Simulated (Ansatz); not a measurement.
Start from `[SiH3]P[SiH3]` and change one atom or group to get `OP[SiH3]`.

Ansatz, PBE0-D4/def2-TZVP geometries, multiplicity 1. Each molecule was computed in one conformer, which needn't be the lowest.

| property | `[SiH3]P[SiH3]` |
| --- | --- |
| ideal-gas entropy at 298 K and 1 bar (rigid rotor, harmonic PBE0-D4/def2-TZVP) / J/(mol·K) | 342 |
| size of the dipole moment (PBE/def2-TZVPP) / D | 0.55 |
| LUMO energy (PBE0/def2-TZVPP) / eV | -0.01 |
| LUMO energy (ωB97M-V/def2-TZVPP) / eV | 1.61 |
| HOMO–LUMO gap (PBE0/def2-TZVPP) / eV | 7.51 |
| HOMO–LUMO gap (PBE/def2-TZVPP) / eV | 5.61 |

(1) Give the same properties after the change, and the shifts. (Estimate.)

Results:

(1) The calculation gave: 
```csv
property,`OP[SiH3]`,shift
"ideal-gas entropy at 298 K and 1 bar (rigid rotor, harmonic PBE0-D4/def2-TZVP) / J/(mol·K)",310,-32
size of the dipole moment (PBE/def2-TZVPP) / D,0.86,0.31
LUMO energy (PBE0/def2-TZVPP) / eV,-0.64,-0.63
LUMO energy (ωB97M-V/def2-TZVPP) / eV,1.20,-0.41
HOMO–LUMO gap (PBE0/def2-TZVPP) / eV,6.41,-1.10
HOMO–LUMO gap (PBE/def2-TZVPP) / eV,4.34,-1.27
```

With PBE0 the HOMO rises by 0.46 eV and the LUMO falls by 0.63 eV, so the gap narrows by about 1.09 eV. PBE moves the HOMO by 0.54 eV and ωB97M-V by 0.40 eV. The zero-point energy changes by -29.1 kJ/mol with -6 modes. Dipoles are sizes alone; their direction can turn.
